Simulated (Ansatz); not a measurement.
**NS+ (quintet): from Hartree-Fock to the top rungs, def2-TZVPP**

One table from this session's results is given with a row withheld; the runs are named, their logs left out.

Program: Ansatz 0.2.0, Gaussian basis. Level of theory: def2-TZVPP, core rule «outside noble gas», up to 6 orbitals frozen. These are calculated values, not measurements.

Plan: UHF; ROHF; CCSD(T) on UHF.

2 further runs of the same task are left out: 2 set aside as unsound or not needed.

### The geometry

The geometry is a PBE0/def2-TZVP stationary point (not a proven minimum) of the parent state, kept for this charge and spin.

2 atoms, charge 1, spin multiplicity 5.

Atoms are counted from 1 here; the program's logs count them from 0.

Bond lengths: N1–S2 1.595 Å.

The first run:

in.yaml reads:

```yaml
crystal:
  periodic: [false, false, false]
  atoms:
    - {symbol: N, position_ang: [0.000000, 0.000000, 0.000000]}
    - {symbol: S, position_ang: [0.000000, 0.000000, 1.594600]}
basis:
  gaussian: {orbitals: def2-TZVPP}
total_charge: 1
magnetization: {spin_polarized: true, initial_magnetization: 4}
hamiltonian: {xc: hf}
output: {orbitals: {seedname: orbitals}}
```

The run is started by

```console
> ansatz run in.yaml --threads 1 --pin off --events-out ev --progress --plain --max-ram 4096MiB --backend cpu
```

Among the steps run: UHF; ROHF; CCSD(T) on UHF.

One table of the session follows, with a row left open; its other results are not shown here.

It belongs to the step «Misses and costs». 

```
  method  from UCCSD(T) (kJ/mol)
    ROHF                  +733.5
     UHF                  +692.7
    UMP2                  +122.1
   UCCSD                       ?
UCCSD(T)                       0
```

Q: Estimate the row for UCCSD from the others.

The run gave: from UCCSD(T) (kJ/mol): +23.6. In the column «from UCCSD(T) (kJ/mol)» it lies between UCCSD(T) (0) and UMP2 (+122.1).
